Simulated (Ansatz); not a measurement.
Consider the formal loss of a carbene: `C/C(=C/F)CF` → `F/C=C\CF` + `[CH2]` (triplet).

Computed with Ansatz on PBE0-D4/def2-TZVP structures; ΔE is electronic, products minus reactants. CCSD(T)/CBS is the MP2 limit (def2-TZVPP, def2-QZVPP) plus CCSD(T) − MP2 in def2-TZVPP, frozen cores. This one scheme is used for every species. Double bonds are as drawn, so ΔE can hold a change between cis and trans. DFT in def2-TZVPP. B3LYP here is the variant with VWN-RPA as its local correlation; programs differ in this. Triplets are unrestricted, without spin–orbit coupling. One conformer a species, not always the lowest.

(1) Is it downhill or uphill in electronic energy at CCSD(T)/CBS, and by how much? (An estimate is asked.)

(2) What do these levels give: B97M-V, B3LYP-D4, CAM-B3LYP-D4, B2PLYP, BLYP, r2SCANh, BHLYP, RPA@PBE/def2-TZVPP, HF/def2-TZVPP, SCS-MP2/def2-TZVPP, CCSD/def2-TZVPP, MP2/CBS(def2)? (Best estimate.)

Largest T1 diagnostic among the species: 0.012.

## Answers

(1) Computed: Uphill: ΔE = +448.2 kJ/mol.

(2) Ansatz gave: B97M-V 450.2, B3LYP-D4 440.3, CAM-B3LYP-D4 445.5, B2PLYP 437.7, BLYP 424.5, r2SCANh 423.1, BHLYP 421.0, RPA@PBE/def2-TZVPP 430.5, HF/def2-TZVPP 297.4, SCS-MP2/def2-TZVPP 450.7, CCSD/def2-TZVPP 425.7, MP2/CBS(def2) 462.3 kJ/mol.

From BLYP to BHLYP (50 % exact exchange), in def2-TZVPP and without D4, ΔE moves by −3.5 kJ/mol. Leaving LDA and LC-ωPBE aside and taking each functional with its dispersion term where it has one, the values, not all of them listed here, spread over 36.3 kJ/mol, from r2SCAN0-D4 to ωB97X-V. LDA lies +78.2 kJ/mol from PBE without D4. The D4 term adds +11.1 kJ/mol with B3LYP and +6.0 kJ/mol with PBE0; it sums over pairs of atoms, weighted by their polarisabilities, and B3LYP, whose exchange is more repulsive, gets the larger term.
